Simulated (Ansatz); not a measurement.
# PF₃: small, medium and large basis sets

One table from this session's results is given with a row withheld; the runs are named, their logs left out.

Program: Ansatz 0.2.0, Gaussian basis. Level of theory: one geometry, several basis sets. These are calculated values, not measurements.

The runs, in order: PBE0-D4/def2-SVP; ωB97M-V/def2-SVP; PBE0-D4/def2-QZVPP; ωB97M-V/def2-QZVPP; the functionals' def2-TZVPP values are taken from earlier runs.

## Structure used throughout

The geometry comes from an earlier relaxation with PBE0-D4 in a triple-zeta def2 set; it is a stationary point.

SMILES `FP(F)F`, 4 atoms, charge 0, spin multiplicity 1.

Atoms are counted from 1 here; the program's logs count them from 0.

Bond lengths: F1–P2 1.572 Å, P2–F3 1.572 Å, P2–F4 1.572 Å. Angles: F1–P2–F3 97.6°, F1–P2–F4 97.6°, F3–P2–F4 97.6°.

Geometry (Å):

```xyz
4
charge 0, multiplicity 1
F     0.83438   -0.66324    0.87455
P    -0.29752    0.31457    0.39230
F    -1.06185   -0.69651   -0.53687
F     0.52500    1.04518   -0.72998
```

Set-up of the first run:

Contents of in.yaml:

```yaml
crystal:
  periodic: [false, false, false]
  atoms:
    - {symbol: F, position_ang: [0.834380, -0.663235, 0.874545]}
    - {symbol: P, position_ang: [-0.297524, 0.314566, 0.392303]}
    - {symbol: F, position_ang: [-1.061855, -0.696512, -0.536873]}
    - {symbol: F, position_ang: [0.524999, 1.045181, -0.729975]}
basis:
  gaussian: {orbitals: def2-SVP}
hamiltonian: {xc: pbe0, dispersion: d4}
output: {orbitals: {seedname: orbitals}}
```

Among the steps run: PBE0-D4 in def2-SVP; ωB97M-V in def2-SVP; PBE0-D4 in def2-QZVPP; ωB97M-V in def2-QZVPP.

One of the session's tables, all rows but one given; the rest of the session is left out.

It belongs to the step «Functionals by basis». 

```
functional       basis  HOMO (eV)  LUMO (eV)
   PBE0-D4    def2-SVP      -9.06       0.35
   PBE0-D4  def2-TZVPP      -9.17      -0.15
   PBE0-D4  def2-QZVPP      -9.23      -0.29
   ωB97M-V    def2-SVP     -11.32       2.65
   ωB97M-V  def2-TZVPP     -11.46       1.94
   ωB97M-V  def2-QZVPP          ?          ?
```

Q: Estimate the row for ωB97M-V, def2-QZVPP from the others.

As computed: HOMO (eV): -11.53; LUMO (eV): 1.68. In the column «HOMO (eV)» it is the lowest.
